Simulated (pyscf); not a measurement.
Thermochemistry of product channels of `[CH3][Al]([CH3])[F]` + `[H]` [doublet] on the doublet surface, in kJ/mol, from ωB97M-D3(BJ)/def2-TZVP energies (ideal gas, 1 atm, RRHO with modes under 100 cm⁻¹ raised to 100, one conformer, R ln 2 for chiral ones without a mode under 150 cm⁻¹). Single points on ωB97X-D3(BJ)/def2-SVP structures (PySCF, gas phase).

```
products                                        ΔE  ΔH(298 K)  ΔG(298 K)  ΔG(900 K)
------------------------------------------  ------  ---------  ---------  ---------
`[CH3][AlH][CH3]` + `[F]` [doublet]         +304.6     +312.5     +308.1     +301.7
`[CH3][Al][CH3]` [doublet] + `[FH]`         +107.0     +121.4     +111.8      +96.5
`[CH2][Al]([CH3])[F]` [doublet] + `[H][H]`   -12.3      -17.4      -21.6      -31.4
`[CH4]` + `[CH3][Al][F]` [doublet]          -101.2      -81.7      -90.1      -97.7
`[CH2][AlH][CH3]` [doublet] + `[FH]`        +166.7     +168.3     +158.1     +138.7
```

These are energies of the channels, which say nothing of barriers. Left out: orbital degeneracy and the spin-orbit lowering of F.
